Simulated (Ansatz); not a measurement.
## BaRu: from a trial structure to a relaxed crystal

Theory: DFT PBE, scalar-relativistic, plane waves, PAW (Ansatz 0.2.0). Cutoff 420 eV, Γ-centred k mesh, Gaussian smearing, no spin polarisation in the final step.

BaRu was placed on the wurtzite structure type (P6_3mc, No. 186), with Ba in place of Zn, Ru in place of O, at a guessed volume.

```
Ba Ru
1.0
     4.31426    0.00000    0.00000
    -2.15713    3.73626    0.00000
     0.00000    0.00000    6.90914
Ba Ru
2 2
Direct
  0.33333 0.66667 0.00000
  0.66667 0.33333 0.50000
  0.33333 0.66667 0.38210
  0.66667 0.33333 0.88210
```

Cell and atoms relax at zero pressure; the relaxation can't lower the symmetry of the start.

Energies over the elements count from the elements' standard structures at the same level, with no empirical corrections.

(1) What does it relax into?

(2) What are its volume, energy, density and gap?

## Answers

(1) It keeps P6_3mc (No. 186). The result has the wurtzite structure. Conventional cell: a = 4.459 Å, c = 6.851 Å. Ba is coordinated by 3 Ru at 2.61 Å and 1 Ru at 3.00 Å; around Ru lie 3 Ba at 2.61 Å and 1 Ba at 3.00 Å.

Space group P6_3mc (No. 186). a = 4.459 Å, b = 4.459 Å, c = 6.851 Å, α = 90.00°, β = 90.00°, γ = 120.00°
| atom | site | symmetry | x | y | z |
| --- | --- | --- | --- | --- | --- |
| Ba | 2b | 3m. | 0.3333 | 0.6667 | 0.9722 |
| Ru | 2b | 3m. | 0.3333 | 0.6667 | 0.4099 |

(2) The volume per atom is 29.50 Å³. The density is 6.71 g/cm³ and the energy over the elements is 1.51 eV/atom. The gap on the 12×12×8 mesh is 0 eV (a metal).

The final run used a 12×12×8 mesh on its 4-atom cell and 0.10 eV smearing. For metals, differences of a few meV/atom aren't resolved. Symmetry constrained the relaxation, so the result can be a saddle point.

Cost: 2 runs of about 7.9 core-minutes in all, on Arm Neoverse V1 (shared hosts).